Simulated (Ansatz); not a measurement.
# A ladder of methods for AlHSCl (SMILES [SH][Al][Cl])

The species is AlHSCl (4 atoms), meant as a doublet with charge 0. SMILES: `[SH][Al][Cl]`. The shape is that of a PBE0-D4/def2-TZVP optimisation.

```xyz
4

S     0.4398    0.9849   -0.7447
Al   -0.3941   -0.5259    0.6091
Cl    0.2262   -2.5074    0.2510
H    -0.2164    1.9881   -0.1356
```

Quantity: the energy change with the S1–H4 bond stretched from 1.345 to 3.362 Å, in eV. The values are calculated.

| level | kind | program | value (eV) | less FCI/STO-3G | CPU time (all runs) |
| --- | --- | --- | --- | --- | --- |
| USVWN5/STO-3G | LDA | Ansatz | 4.97 | +1.03 | 6.1 s |
| UPBE/STO-3G | GGA | Ansatz | 4.45 | +0.51 | 14 s |
| U-r2SCAN/STO-3G | meta-GGA | Ansatz | 4.54 | +0.60 | 40 s |
| UBHLYP/STO-3G | global hybrid | Ansatz | 4.56 | +0.62 | 13 s |
| UB2PLYP/STO-3G | double hybrid | Ansatz | 4.43 | +0.49 | 16 s |
| RPA@PBE/STO-3G | RPA | Ansatz | 4.03 | +0.09 | 15 s |
| UMP2/STO-3G | perturbation theory | Ansatz | 4.05 | +0.11 | 2 s |
| UCCSD(T)/STO-3G | coupled cluster or CI | Ansatz | 4.19 | +0.25 | 2.5 s |
| FCI/STO-3G | exact in the basis | Ansatz | 3.94 | 0.00 | 41 s |

FCI/STO-3G is exact within its basis and frozen core, so for wave-function methods in that basis the difference is their error; functionals converge differently with the basis, so for them it is only a difference. The first shape isn't each level's own minimum. The values span 3.94 to 4.97 eV. Spin contamination of the reference (⟨S²⟩ at least 0.1 too high) touches USVWN5/STO-3G, UPBE/STO-3G, U-r2SCAN/STO-3G, UBHLYP/STO-3G, UB2PLYP/STO-3G, RPA@PBE/STO-3G, UMP2/STO-3G, UCCSD(T)/STO-3G. All rows use very small basis sets, so none should be taken for the real molecule's value. In so small a basis fixed costs decide the times, and correlated methods can beat functionals. CPU times are rough (shared hosts, several kinds of processor and program).
